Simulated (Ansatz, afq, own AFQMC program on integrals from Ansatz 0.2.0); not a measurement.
# CH₂O, singlet → CH2O⁺, doublet, worked out

```xyz
4

C     0.0010    0.0008    0.0012
O     0.6965    0.5477    0.8062
H    -0.5500    0.5605   -0.7970
H    -0.1476   -1.1091   -0.0103
```

Connectivity, by distances: CH2–O.

Both states at this geometry.

Basis def2-TZVP. Only valence electrons are correlated. Ansatz 0.2.0 and our own AFQMC program on the same integrals; the CISD trial comes from CCSD amplitudes, and released means the phaseless constraint is let go. ± is one standard error of the sampling.

Total energies in eV. CBS is CCSD(T) at the limit of def2-TZVPP/QZVPP (extrapolated itself); the highest rung of each member is named.

| member | count | CCSD(T)/def2-TZVP | highest rung in def2-TZVP | which | CCSD(T)/CBS |
| --- | --- | --- | --- | --- | --- |
| CH₂O⁺, doublet | +1 | -3100.3220 | -3100.3778 | CCSDT(Q) | -3101.7048 |
| CH₂O, singlet | -1 | -3111.1256 | -3111.1593 | CCSDT(Q) | -3112.6977 |

Q: Work out the best estimate of the vertical ionization energy: the CCSD(T)/CBS difference plus the step from CCSD(T) to the highest rung.

A: Sums with the counts: CCSD(T)/CBS 10.9929 eV, highest rung 10.7815 eV, CCSD(T)/def2-TZVP 10.8036 eV. The step is 10.7815 − 10.8036 = -0.0221 eV, so the best estimate is 10.9929 + (-0.0221) = 10.9708 eV = 253.0 kcal/mol. The basis set is worth 0.189 eV of it. Zero-point, core-correlation and spin–orbit terms aren't in it.

Best estimates are given only where the step beyond CCSD(T) is under 0.3 eV and no member's determinant is very poor (T1 over 0.05, or 0.07 for open shells, ⟨S²⟩ too high by 0.3, two states mixed), so the hardest cases are missing from such tables.

CCSDT and higher add their correlation energy to the determinant of the CCSD(T) run, since their own runs factorise the integrals more tightly (a shift of under 2 meV). Each member of a difference takes its own highest rung, so a best estimate needn't equal the limit plus the step of one row.
